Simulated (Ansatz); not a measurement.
## A ladder of methods for [SiH3]− (SMILES [SiH3-])

[SiH3]− has 4 atoms, charge -1, and is taken as a singlet. SMILES: `[SiH3-]`. Geometry: relaxed at PBE0-D4/def2-TZVPD.

```xyz
4

Si    0.5397   -0.0507   -0.3009
H     0.4266    0.6223    1.0859
H    -0.2985   -1.2837    0.1068
H    -0.6678    0.7122   -0.8918
```

Each level gives the energy change with the Si1–H2 bond stretched from 1.546 to 1.932 Å (eV). The values are calculated.

| level | kind | program | value (eV) | less FCI/3-21G |
| --- | --- | --- | --- | --- |
| HF/3-21G (restricted) | Hartree–Fock | Ansatz | 0.52 | +0.13 |
| PBE/3-21G (restricted) | GGA | Ansatz | 0.42 | +0.03 |
| PBE0/3-21G (restricted) | global hybrid | Ansatz | 0.48 | +0.09 |
| wB97X/3-21G (restricted) | range-separated hybrid | Ansatz | 0.52 | +0.13 |
| B2PLYP/3-21G (restricted) | double hybrid | Ansatz | 0.48 | +0.09 |
| RPA@PBE/3-21G (restricted) | RPA | Ansatz | 0.35 | -0.04 |
| BCCD(T)/3-21G (restricted) | coupled cluster or CI | Ansatz | 0.39 | 0.00 |
| CCSDT/3-21G (restricted) | coupled cluster or CI | Ansatz | 0.39 | 0.00 |
| FCI/3-21G | exact in the basis | Ansatz | 0.39 | 0.00 |

FCI/3-21G is exact within its basis and frozen core, so for wave-function methods in that basis the difference is their error; functionals converge differently with the basis, so for them it is only a difference. Sets without diffuse functions describe the anion poorly. The first shape isn't each level's own minimum. The values span 0.35 to 0.52 eV. All rows use very small basis sets, so even the best lies far from the true value.
